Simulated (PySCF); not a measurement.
Species: pyridazine radical anion, C₄H₄N₂ (charge -1 and doublet state).
Atom-mapped SMILES: `[cH:1]1[cH:2][cH:3][n:4][n:5][cH:6]1` (hydrogens: H7 on C1; H8 on C2; H9 on C3; H10 on C6)

The species is pyridazine radical anion (`C1=CC=NN=C1`) [SMILES of the parent framework; charge -1 and doublet state].

Method used: PySCF 2.14.0, UKS B3LYP, IGLO-III on C N, pcH-1 on H, non-relativistic, mean-field spin-orbit, GIAO. Isolated species at its PBE0-D3(BJ)/def2-SVP geometry, gas phase. Whether the extra electron is bound in the gas phase wasn't checked; a finite basis holds it in any case. The geometry's basis has no diffuse functions, a weakness for an anion. The SCF solution wasn't tested for stability. No frequencies were computed at this geometry's level, so the symmetric structure isn't shown to be a minimum.

Task: Where do the isotropic ENDOR lines of N4/N5, H7/H8 and H9/H10 fall at 1209.6 mT, to first order?

Result: For S = 1/2 in fast tumbling each set of equivalent nuclei gives two lines, ν± = |νn ± a/2| to first order, with νn = g_N μN B/h and μN/h = 7.62259 MHz/T.

```
nuclei  isotope     g_N  νn (MHz)  a_iso (MHz)  lower line (MHz)  upper line (MHz)
 N4/N5      14N  0.4038      3.72        14.23              3.39             10.84
 H7/H8       1H  5.5857     51.50       -22.25             40.38             62.63
H9/H10       1H  5.5857     51.50         2.28             50.36             52.64
```

Task: Which pairs are centred on the nuclear Larmor frequency, and which on half the coupling?

Result: Centred on νn, since |a| < 2νn: H7/H8 and H9/H10. Centred on |a|/2 and split by 2νn: N4/N5.

Time: 33 s. Hardware: one thread, Arm Neoverse V2, no GPU, on a shared host.
